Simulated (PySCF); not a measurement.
PySCF input (HF/def2-TZVPD):

```python
from pyscf import gto, scf, dft

mol = gto.M(
    atom='''
    C     0.03744685    0.00324337    0.50825858
    F    -0.03836255    1.09650981   -0.24435931
    F    -0.08494317   -1.09763667   -0.22692580
    H     0.88507040   -0.00931849    1.19201449
    ''',
    basis='def2-tzvpd',
    charge=0,
    spin=1,
    verbose=4,
)

mf = scf.UHF(mol).density_fit(auxbasis='def2-universal-jkfit')
mf.conv_tol = 1e-9
mf.max_cycle = 100
mf.max_memory = 1500
mf.kernel()
if not mf.converged:
    mf = mf.newton()
    mf.kernel(mf.make_rdm1())
for _ in range(2):
    mo, _, stable, _ = mf.stability(return_status=True)
    if stable:
        break
    mf.kernel(mf.make_rdm1(mo, mf.mo_occ))
mf.analyze()
```

End of the output:

```
Extra cycle  E= -237.374591407431  delta_E= -1.41e-11  |g|= 2.29e-06  |ddm|= 5.58e-06
converged SCF energy = -237.374591407431  <S^2> = 0.75611682  2S+1 = 2.0061075
uhf_internal: lowest eigs of H = [0.56999158 0.60050927 0.61160817]
<class 'pyscf.df.df_jk.DFUHF'> wavefunction is stable in the internal stability analysis
**** SCF Summaries ****
Total Energy =                        -237.374591407430643
Nuclear Repulsion Energy =              70.116546819790557
One-electron Energy =                 -469.294495185004848
Two-electron Energy =                  161.803356957783620
Two-electron Coulomb Energy =          187.513038549936283
DFT Exchange-Correlation Energy =      -25.709681592152663
HOMO-LUMO gap [eV] =                    13.590599149750311
**** MO energy ****
                             alpha | beta                alpha | beta
MO #1   energy= -26.3376705546189  | -26.3329754315848  occ= 1 | 1
MO #2   energy= -26.3376537904112  | -26.3329531347419  occ= 1 | 1
MO #3   energy= -11.4215596771878  | -11.392969849933   occ= 1 | 1
MO #4   energy= -1.69436306833133  | -1.67864875257895  occ= 1 | 1
MO #5   energy= -1.63281892133029  | -1.62107915648753  occ= 1 | 1
MO #6   energy= -0.976001673796052 | -0.925028751299248 occ= 1 | 1
MO #7   energy= -0.804653221657866 | -0.788269287296678 occ= 1 | 1
MO #8   energy= -0.787156313965503 | -0.777686897004914 occ= 1 | 1
MO #9   energy= -0.779427847277792 | -0.715152731060609 occ= 1 | 1
MO #10  energy= -0.701731952709046 | -0.663614003629544 occ= 1 | 1
MO #11  energy= -0.658854116262539 | -0.653961395024466 occ= 1 | 1
MO #12  energy= -0.62906022659034  | -0.612716758894518 occ= 1 | 1
MO #13  energy= -0.431770723569251 | 0.0676745872929523 occ= 1 | 0
MO #14  energy= 0.0704329355196762 | 0.0942399087365112 occ= 0 | 0
MO #15  energy= 0.107383368618955  | 0.108247280041912  occ= 0 | 0
MO #16  energy= 0.109178829082877  | 0.112682963549889  occ= 0 | 0
MO #17  energy= 0.124130812448092  | 0.154459998224119  occ= 0 | 0
MO #18  energy= 0.161980822311197  | 0.162225094384761  occ= 0 | 0
MO #19  energy= 0.16549826153358   | 0.166424012376405  occ= 0 | 0
MO #20  energy= 0.175307134141244  | 0.176359455130039  occ= 0 | 0
MO #21  energy= 0.193798410525135  | 0.202548882609796  occ= 0 | 0
MO #22  energy= 0.216256312815434  | 0.239763010243112  occ= 0 | 0
MO #23  energy= 0.256146540378598  | 0.261085028398637  occ= 0 | 0
MO #24  energy= 0.331669834017885  | 0.339602734664553  occ= 0 | 0
MO #25  energy= 0.337156691597246  | 0.342671186193184  occ= 0 | 0
MO #26  energy= 0.344160021843668  | 0.350687010456655  occ= 0 | 0
MO #27  energy= 0.347839456112278  | 0.354250790614556  occ= 0 | 0
MO #28  energy= 0.376946930901052  | 0.389015455081123  occ= 0 | 0
MO #29  energy= 0.403490609997583  | 0.405438089871052  occ= 0 | 0
MO #30  energy= 0.431869495821031  | 0.436002556067191  occ= 0 | 0
MO #31  energy= 0.434545539631887  | 0.439681387356643  occ= 0 | 0
MO #32  energy= 0.441255492827468  | 0.466196141997704  occ= 0 | 0
MO #33  energy= 0.451584722916149  | 0.484316207683094  occ= 0 | 0
MO #34  energy= 0.483236771914108  | 0.511006923768715  occ= 0 | 0
MO #35  energy= 0.523885351079776  | 0.535874581401701  occ= 0 | 0
MO #36  energy= 0.541078819168523  | 0.555364694165112  occ= 0 | 0
MO #37  energy= 0.561196625277524  | 0.574561139278445  occ= 0 | 0
MO #38  energy= 0.679100757234348  | 0.68412073485467   occ= 0 | 0
MO #39  energy= 0.709839474406195  | 0.711267021412228  occ= 0 | 0
MO #40  energy= 0.720631295260301  | 0.721828010046391  occ= 0 | 0
MO #41  energy= 0.737695715916197  | 0.740492693258407  occ= 0 | 0
MO #42  energy= 0.749108533265704  | 0.752716961176728  occ= 0 | 0
MO #43  energy= 0.779737712813742  | 0.782171626979429  occ= 0 | 0
MO #44  energy= 0.78164330825509   | 0.793917274925896  occ= 0 | 0
MO #45  energy= 0.826883561582769  | 0.82777307743396   occ= 0 | 0
MO #46  energy= 0.845176474635016  | 0.857910015006258  occ= 0 | 0
MO #47  energy= 0.899750309728467  | 0.909312731833271  occ= 0 | 0
MO #48  energy= 0.926982046273181  | 0.934197163090374  occ= 0 | 0
MO #49  energy= 1.06000756508742   | 1.07722310852391   occ= 0 | 0
MO #50  energy= 1.07404895788572   | 1.10173193999588   occ= 0 | 0
MO #51  energy= 1.07452843365054   | 1.10986911933966   occ= 0 | 0
MO #52  energy= 1.15242680747586   | 1.15660109955779   occ= 0 | 0
MO #53  energy= 1.16898309792246   | 1.17151257912877   occ= 0 | 0
MO #54  energy= 1.24787784448788   | 1.27327311966309   occ= 0 | 0
MO #55  energy= 1.27987322919972   | 1.29280471684485   occ= 0 | 0
MO #56  energy= 1.28465949427596   | 1.29497922386777   occ= 0 | 0
MO #57  energy= 1.3220266341986    | 1.32628306908778   occ= 0 | 0
MO #58  energy= 1.36427746002      | 1.37687908472073   occ= 0 | 0
MO #59  energy= 1.37275777051087   | 1.37788088416379   occ= 0 | 0
MO #60  energy= 1.43528949856399   | 1.44982511282706   occ= 0 | 0
MO #61  energy= 1.55401655772469   | 1.55994592125579   occ= 0 | 0
MO #62  energy= 1.8015743867431    | 1.88761737658884   occ= 0 | 0
MO #63  energy= 1.9300799620236    | 1.95483499485891   occ= 0 | 0
MO #64  energy= 2.11748942049855   | 2.13265690466607   occ= 0 | 0
MO #65  energy= 2.13318550032427   | 2.14046999865962   occ= 0 | 0
MO #66  energy= 2.37250239885287   | 2.38450785556648   occ= 0 | 0
MO #67  energy= 2.40796476931776   | 2.41188362937344   occ= 0 | 0
MO #68  energy= 2.43333701672662   | 2.44632904089209   occ= 0 | 0
MO #69  energy= 2.43460716216088   | 2.44804041299867   occ= 0 | 0
MO #70  energy= 2.51086921782074   | 2.5312232170599    occ= 0 | 0
MO #71  energy= 2.52536219546036   | 2.53150498264804   occ= 0 | 0
MO #72  energy= 2.64279223410524   | 2.64979739026056   occ= 0 | 0
MO #73  energy= 2.68890188279554   | 2.70526112527679   occ= 0 | 0
MO #74  energy= 2.79015807417904   | 2.80185068950496   occ= 0 | 0
MO #75  energy= 2.81498971046175   | 2.82461810100784   occ= 0 | 0
MO #76  energy= 2.86057841223123   | 2.87331371270818   occ= 0 | 0
MO #77  energy= 3.0311619939769    | 3.03704666858392   occ= 0 | 0
MO #78  energy= 3.03169415789224   | 3.05601523146004   occ= 0 | 0
MO #79  energy= 3.10658267904728   | 3.12295421051056   occ= 0 | 0
MO #80  energy= 3.39815627017174   | 3.42687405455688   occ= 0 | 0
MO #81  energy= 3.44617941969423   | 3.49208442473641   occ= 0 | 0
MO #82  energy= 3.45582008165812   | 3.49310120438288   occ= 0 | 0
MO #83  energy= 3.49104110245556   | 3.51120080591475   occ= 0 | 0
MO #84  energy= 3.58157236694255   | 3.59114513294371   occ= 0 | 0
MO #85  energy= 3.58413057613479   | 3.611159296246     occ= 0 | 0
MO #86  energy= 3.62990575042523   | 3.66590080734071   occ= 0 | 0
MO #87  energy= 3.73341611739476   | 3.74038035805337   occ= 0 | 0
MO #88  energy= 3.79983953650161   | 3.82084329260551   occ= 0 | 0
MO #89  energy= 3.837314695313     | 3.85311485319939   occ= 0 | 0
MO #90  energy= 4.03065516067589   | 4.04748323947282   occ= 0 | 0
MO #91  energy= 4.1256712483058    | 4.14498733827866   occ= 0 | 0
MO #92  energy= 4.23571187332341   | 4.25521640111453   occ= 0 | 0
MO #93  energy= 4.27617784265711   | 4.28126359872579   occ= 0 | 0
MO #94  energy= 4.39799586972979   | 4.40372699426617   occ= 0 | 0
MO #95  energy= 4.46374137925188   | 4.46970680507849   occ= 0 | 0
MO #96  energy= 4.47200069412774   | 4.47570310415055   occ= 0 | 0
MO #97  energy= 4.71126678888065   | 4.72266007497377   occ= 0 | 0
MO #98  energy= 5.64159851754784   | 5.65008712915255   occ= 0 | 0
MO #99  energy= 5.76447565912289   | 5.77148613397797   occ= 0 | 0
MO #100 energy= 7.36509983697322   | 7.36888603376474   occ= 0 | 0
MO #101 energy= 7.37235187386621   | 7.37656503422586   occ= 0 | 0
MO #102 energy= 7.37244368302321   | 7.37660135563662   occ= 0 | 0
MO #103 energy= 7.37577333768513   | 7.38005977905214   occ= 0 | 0
MO #104 energy= 7.39519939672426   | 7.39830070854755   occ= 0 | 0
[...]
```

It need not be the lowest isomer of its formula.
